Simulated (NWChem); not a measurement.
## NWChem input wanted

SiH2 has 3 atoms, charge 0, and is taken as a singlet. SMILES: `[SiH2]`. The coordinates come from a PBE0-D4/def2-TZVP relaxation.

```xyz
3

Si   -0.4912    0.4686   -0.2136
H     0.8403    0.5786    0.5225
H    -0.3491   -1.0472   -0.3089
```

Settings wanted:

* task: gradient
* method: DFT
* functional: B3LYP
* dispersion: none
* basis set: 6-31G*
* reference: RKS
* integration grid: xfine
* SCF convergence threshold: 1e-08
* iteration cap: 100
* module: dft
* d and f functions: Cartesian

**Question.** Write the NWChem 7.3.0 input and the command.

**Answer.** This one ran through:

run.py:
```python
from ase import Atoms
from ase.calculators.nwchem import NWChem

molecule = Atoms(['Si', 'H', 'H'], positions=[
    [-0.491200, 0.468600, -0.213600],
    [0.840300, 0.578600, 0.522500],
    [-0.349100, -1.047200, -0.308900],
])

calc = NWChem(
    label='calc',
    theory='dft',
    memory='2200 mb',
    basis='6-31G*',
    dft={'xc': 'b3lyp', 'mult': '1', 'grid': 'xfine', 'convergence': 'energy 1e-08', 'iterations': '100', 'mulliken': None, 'print': 'low'},
)
molecule.calc = calc

forces = molecule.get_forces()
e = molecule.get_potential_energy()
print(f"E = {e:.6f} eV")
print("forces (eV/A):")
for s, f in zip(molecule.symbols, forces):
    print(f"{s:2s} {f[0]:10.5f} {f[1]:10.5f} {f[2]:10.5f}")
```

```bash
$ export ASE_NWCHEM_COMMAND="nwchem PREFIX.nwi > PREFIX.nwo"
$ python run.py
```

Calculated total energy: -290.61313 Eh, largest force 0.108 eV/Å.
